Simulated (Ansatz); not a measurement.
Cost and result for the atomization energy of C3H6FN (`C=NC(C)F`) (11 atoms, 10 bonds).

Z-matrix (Å, degrees):
```
C
N 1 1.421
F 1 1.396 2 113.4
C 1 1.509 2 110.8 3 122.0
H 1 1.096 2 107.3 3 -116.5
C 2 1.259 1 120.2 3 -1.5
H 4 1.090 1 110.0 2 178.0
H 4 1.092 1 109.7 2 -61.8
H 4 1.090 1 109.8 2 57.6
H 6 1.089 2 118.4 1 -179.6
H 6 1.092 2 123.6 1 0.5
```

Charge 0, multiplicity 1. The structure was optimised at the PBE0-D4/def2-TZVP level. It is one conformer, not always the lowest. Program: Ansatz. All runs use 4 threads of an Intel Xeon 6975P-C on a shared host. Times are those of one run each, without the atoms' runs, and a repeat can differ threefold. Electronic energies, without spin–orbit coupling; frozen cores. CCSD(T)/CBS adds CCSD(T) − MP2 in def2-TZVPP to the MP2 limit, and its time is that of the two runs behind it. T1 = 0.012. B3LYP takes the VWN-RPA correlation (the form of Gaussian; ORCA's B3LYP/G).

CCSD(T)/CBS is a level of theory with its own doubt, some kJ/mol a heavy atom from the limit and from the frozen cores, so smaller differences don't rank the functionals.

```tsv
level	functions	wall time
BLYP-D4/def2-TZVPP	239	0.95 s
PBE-D4/def2-TZVPP (with forces)	239	1.1 s
BHLYP-D4/def2-TZVPP	239	1.3 s
B3LYP-D4/def2-TZVPP (with forces)	239	1.9 s
r2SCANh-D4/def2-TZVPP	239	2 s
B2PLYP/def2-TZVPP	239	2.3 s
CCSD(T)/def2-SVP	100	2.5 s
PBE-QIDH/def2-TZVPP	239	2.7 s
ωB97X-V/def2-TZVPP	239	2.8 s
ωB97M-V/def2-TZVPP (with forces)	239	4 s
MP2/def2-QZVPP	465	11 s
CCSD(T)/def2-TZVPP	239	32 s
CCSD(T)/CBS(def2)	–	42 s
```

**Question.** What atomization energy does each give, and how far from CCSD(T)/CBS? (Estimate.)

**Answer.** The calculation gave: 
```csv
level,atomization (kcal/mol),difference from CCSD(T)/CBS,per bond
BLYP-D4/def2-TZVPP,1048.8,7.8,0.8
PBE-D4/def2-TZVPP (with forces),1074.8,33.8,3.4
BHLYP-D4/def2-TZVPP,1007.9,-33.1,-3.3
B3LYP-D4/def2-TZVPP (with forces),1045.4,4.4,0.4
r2SCANh-D4/def2-TZVPP,1035.6,-5.4,-0.5
B2PLYP/def2-TZVPP,1034.1,-6.9,-0.7
CCSD(T)/def2-SVP,994.1,-46.9,-4.7
PBE-QIDH/def2-TZVPP,1035.8,-5.2,-0.5
ωB97X-V/def2-TZVPP,1045.2,4.2,0.4
ωB97M-V/def2-TZVPP (with forces),1046.3,5.3,0.5
MP2/def2-QZVPP,1048.3,7.3,0.7
CCSD(T)/def2-TZVPP,1014.3,-26.7,-2.7
CCSD(T)/CBS(def2),1041.0,0.0,0.0
```

Leaving LDA and LC-ωPBE aside and taking each functional with its dispersion term where it has one, the values spread over 66.9 kcal/mol, from BHLYP-D4 to PBE-D4. LDA lies +137.4 kcal/mol from PBE without D4, its usual overbinding. The D4 term adds +6.6 kcal/mol with B3LYP and +3.4 kcal/mol with PBE0; it sums over pairs of atoms, weighted by their polarisabilities, and B3LYP, whose exchange is more repulsive, gets the larger term. From PBE to PBE0 (25 % exact exchange), in def2-TZVPP and without D4, the atomization energy moves by −24.8 kcal/mol: exact exchange takes away binding that semilocal exchange gives to molecules.
